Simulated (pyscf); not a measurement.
One four-centre exchange on the singlet surface with elements of a group swapped. ωB97M-D3(BJ)/def2-TZVP, eV, from the separated reactants. Structures and frequencies: ωB97X-D3(BJ)/def2-SVP in PySCF.

```tsv
step	barrier	reaction energy	imaginary mode (i cm⁻¹)
`[GeH4]` + `[ClH]` → `[Cl][GeH3]` + `[H][H]`	?	?	1103
`[SnH4]` + `[FH]` -> `[F][SnH3]` + `[H][H]`	1.19	-0.37	1143
`[SiH4]` + `[FH]` → `[F][SiH3]` + `[H][H]`	1.36	-1.12	1215
`[SiH4]` + `[ClH]` → `[SiH3][Cl]` + `[H][H]`	1.63	-0.74	1041
`[IH]` + `[SiH4]` → `[SiH3][I]` + `[H][H]`	1.66	-0.59	886
`[GeH4]` + `[FH]` → `[F][GeH3]` + `[H][H]`	1.67	-0.38	1235
```

Task: Some entries are withheld; supply them.

Result: 
- `[GeH4]` + `[ClH]` → `[Cl][GeH3]` + `[H][H]`, barrier: 1.80
- `[GeH4]` + `[ClH]` → `[Cl][GeH3]` + `[H][H]`, reaction energy: -0.50

Each row is the saddle that its search found. Elements up to Kr have no core potential and no relativistic terms here. Elements past Kr carry the def2 core potentials, without spin-orbit coupling.
